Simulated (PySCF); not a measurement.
Ionisation energies (eV) were calculated with PySCF 2.14 by LDA, PBE0, UHF, in another order, as differences of total energies without spin-orbit coupling. The measured values are between term centres (NIST).

```
                                                                                        species  measured       A       B       C
  S (aug-cc-pV(Q+d)Z with one added diffuse shell each of s, p, d, f, g type, non-relativistic)    10.336   9.239  10.406  10.566
Ge⁺ (aug-cc-pVQZ-PP with one added diffuse shell each of s, p, d, f, g type with ECP10MDF, ECP)    15.789  15.255  15.750  15.820
 Ge (aug-cc-pVQZ-PP with one added diffuse shell each of s, p, d, f, g type with ECP10MDF, ECP)     7.925   7.402   7.890   7.966
Br⁺ (aug-cc-pVQZ-PP with one added diffuse shell each of s, p, d, f, g type with ECP10MDF, ECP)    21.409  20.230  21.327  21.572
 In (aug-cc-pVQZ-PP with one added diffuse shell each of s, p, d, f, g type with ECP28MDF, ECP)     5.603   5.218   5.621   5.716
In⁺ (aug-cc-pVQZ-PP with one added diffuse shell each of s, p, d, f, g type with ECP28MDF, ECP)    18.870  17.009  18.716  19.494
 Sb (aug-cc-pVQZ-PP with one added diffuse shell each of s, p, d, f, g type with ECP28MDF, ECP)     9.124   8.576   9.040   9.121
  I (aug-cc-pVQZ-PP with one added diffuse shell each of s, p, d, f, g type with ECP28MDF, ECP)    10.519   9.537  10.524  10.789
```

Q: Which column is which method?

A: A is UHF (mean error -0.89 eV); B is PBE0 (mean error -0.04 eV); C is LDA (mean error 0.18 eV). Hartree-Fock lacks the correlation of the electron removed and comes out lowest. PBE0, with a quarter of exact exchange, lies close to experiment on average. LDA overbinds the outer electron and comes out highest.
